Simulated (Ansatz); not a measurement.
# HNO+ (doublet): energies up the ladder

The task, for HNO+ (doublet): energies up the ladder. Charge +1. Spin multiplicity 2.

Method: the levels named in each step, in Ansatz 0.2.0.

## Step 1: Starting point

Bond lengths: N1–O2 1.117 Å, N1–H3 1.064 Å. Angles: O2–N1–H3 133.6°.

As a file:

```xyz
3

N    -0.5028    0.2300    0.0008
O     0.5329   -0.1882   -0.0014
H    -1.4722   -0.2093    0.0098
```

## Step 2: A rough first relaxation, PBE-D4/def2-SVP

input.yaml reads:

```yaml
crystal:
  periodic: [false, false, false]
  atoms:
    - { symbol: "N", position_ang: [-0.50278, 0.22998, 0.00084] }
    - { symbol: O, position_ang: [0.53291, -0.18815, -0.00135] }
    - { symbol: H, position_ang: [-1.47218, -0.20933, 0.00984] }
magnetization:
  spin_polarized: true
  initial_magnetization: 1
total_charge: 1
basis:
  gaussian: { orbitals: def2-SVP }
hamiltonian:
  xc: pbe
  dispersion: d4
relax:
  f_tol: 0.03
  max_steps: 200
```

On the command line:

```console
$ ansatz run input.yaml --threads 2 --pin off --max-ram 5120MiB --backend cpu --events-out ev --progress --plain --runs-dir out
```

After this run come: Relaxation, PBE0-D4/def2-TZVPP; Frequencies, PBE0-D4/def2-TZVPP; Single point, PBE-D4/def2-TZVPP; Single point, r2SCAN-D4/def2-TZVPP; Single point, B3LYP-D4/def2-TZVPP; Single point, wB97M-V/def2-TZVPP; Single point, B2PLYP/def2-TZVPP; Single point, LDA/def2-TZVPP; Single point, PBE0-D4/def2-SVP; Single point, PBE-D4/def2-SVP; Single point, CCSD(T)/def2-TZVPP; Single point, CCSD(T)/def2-QZVPP.

**Question.** What will these runs give? Wanted: N1–O2 at PBE0-D4/def2-TZVPP; frequencies at PBE0-D4/def2-TZVPP; energy at CCSD(T)/CBS.

**Answer**, as computed:

| quantity | value |
| --- | --- |
| N1–O2 at PBE0-D4/def2-TZVPP | 1.115 Å |
| frequencies at PBE0-D4/def2-TZVPP | 1090 to 2832 cm⁻¹ |
| energy at CCSD(T)/CBS | -3537.114 eV |

What this shows: No mode is imaginary, so the geometry is a minimum. These totals serve in differences with atoms or fragments at the same level; alone they don't rank the methods.
